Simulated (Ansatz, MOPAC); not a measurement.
**2H-SiC: properties by level of theory**

Reference values: lattice constant a 3.076 Å (measured, room temperature, not corrected to a static lattice; as tabulated in Paulus et al. (1997), arXiv:cond-mat/9701136); lattice parameter c 5.048 Å (measured, room temperature, no zero-point or thermal correction; as tabulated in Paulus et al. (1997), arXiv:cond-mat/9701136).

| level (code) | lattice constant a (Å) | c axis length (Å) |
|---|---|---|
| AM1 semi-empirical Hartree-Fock (MOPAC) | 3.125 | 5.102 |
| PM3 semi-empirical Hartree-Fock (MOPAC) | 3.022 | 4.969 |
| rVV10 (Ansatz) | 3.101 | 5.094 |

Differences from the reference values (errors of the level alone only where the reference is corrected to a static lattice):

```csv
level,lattice constant a (%),lattice parameter c (%)
AM1 semi-empirical Hartree-Fock (MOPAC),+1.59,+1.07
PM3 semi-empirical Hartree-Fock (MOPAC),-1.76,-1.56
rVV10,+0.81,+0.91
```

Nearest: lattice constant a, not ranked (reference at room or unstated temperature); lattice parameter c, not ranked (reference at room or unstated temperature).

Caveats: the method was fitted mainly to molecules (AM1 semi-empirical Hartree-Fock (MOPAC), PM3 semi-empirical Hartree-Fock (MOPAC)); the run uses a supercell at the zone centre in place of a k mesh (AM1 semi-empirical Hartree-Fock (MOPAC), PM3 semi-empirical Hartree-Fock (MOPAC)). Ansatz's density-functional and Hartree–Fock values are scalar-relativistic unless marked +SOC, with PAW data made under PBE.

Differences are worked out from the printed values.

Static lattice: no zero-point or thermal effects.

Ansatz is a program for electronic structure.
